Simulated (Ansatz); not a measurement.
We consider 2H WSe₂, described by r²SCAN (plane waves, PAW; Ansatz, a quantum-chemistry and plane-wave program).

Settings: plane-wave cutoff 560 eV, 12×12×4 k mesh (along the axes of the cell as run), Fermi–Dirac smearing 0.01 eV, no spin polarisation, scalar-relativistic PAW data made under PBE.

Cell (measured lattice):

```xyz
6
Lattice="-1.6410 -2.8423 0.0000 -1.6410 2.8423 0.0000 0.0000 0.0000 -12.9600" Properties=species:S:1:pos:R:3 pbc="T T T"
W     -1.6410     0.9474    -3.2400
W     -1.6410    -0.9474    -9.7200
Se    -1.6410     0.9474   -11.3918
Se    -1.6410    -0.9474    -4.9118
Se    -1.6410    -0.9474    -1.5682
Se    -1.6410     0.9474    -8.0482
```

Estimate the band gap, smallest direct gap on the k points sampled and direct gap at Γ that the calculation returns.


- band gap: 1.07 eV
- smallest direct gap on the k points sampled: 1.67 eV
- direct gap at Γ: 2.79 eV

Note: cell and atoms aren't relaxed at this level (largest force component 0.09 eV/Å, pressure 2.5 GPa).

Spin–orbit coupling is not included.

Computed values are for the static lattice.

Computing time: about 110 core-seconds (a rough figure).
